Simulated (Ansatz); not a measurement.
`CC(F)C(F)F` + H₂ → `FCC(F)F` + CH₄ at 500 K and 1 bar (hydrogenolysis of a C–C bond).

Computed with Ansatz on PBE0-D4/def2-TZVP structures; ΔE is electronic, products minus reactants. CCSD(T)/CBS is the MP2 limit (def2-TZVPP, def2-QZVPP) plus CCSD(T) − MP2 in def2-TZVPP, frozen cores. This one scheme is used for every species. One conformer a species, not always the lowest.

```tsv
species	CCSD(T)/CBS energy (Eh)	H − E (kJ/mol)	S (J/(mol·K))
`CC(F)C(F)F`	-416.54034	257.1	390.0
H₂	-1.17544	41.0	145.5
`FCC(F)F`	-377.27138	174.3	347.4
CH₄	-40.46206	135.6	206.8
```

H − E and S are ideal-gas, rigid-rotor, harmonic terms from PBE0-D4/def2-TZVP, for one conformer and one mirror image of each species. The MP2-based limit puts H₂ 0.8 mEh under its directly extrapolated value; such offsets cancel only in part. 1 Eh = 2625.50 kJ/mol, R = 8.31446 J/(mol·K).

Task: By hand: ΔE, ΔH, ΔS and ΔG.

Result: ΔE = (-377.27138) + (-40.46206) − (-416.54034) − (-1.17544) = -0.01766 Eh = -46.4 kJ/mol. Δ(H − E) = 174.3 + 135.6 − 257.1 − 41.0 = 11.8, so ΔH = -34.6 kJ/mol. ΔS = 347.4 + 206.8 − 390.0 − 145.5 = 18.7 J/(mol·K). ΔG = -34.6 − 500 × (18.7)/1000 = -44.0 kJ/mol.

Task: By hand: the equilibrium constant, and the temperature at which ΔG would vanish if ΔH and ΔS stayed fixed.

Result: log₁₀ K = −ΔG/(RT ln 10) = 4.6. ΔH and −TΔS have one sign here, so there is no such temperature.

ΔH outweighs TΔS. A doubt of 5 kJ/mol in ΔE shifts log₁₀ K by 0.5 here. Other conformers and mirror images would add mixing entropy, several J/(mol·K) or more a flexible species. These are equilibria of isolated gas molecules and say nothing of rates. Largest T1 diagnostic: 0.011 (customary marks: 0.02 for closed shells, 0.045 for open ones).
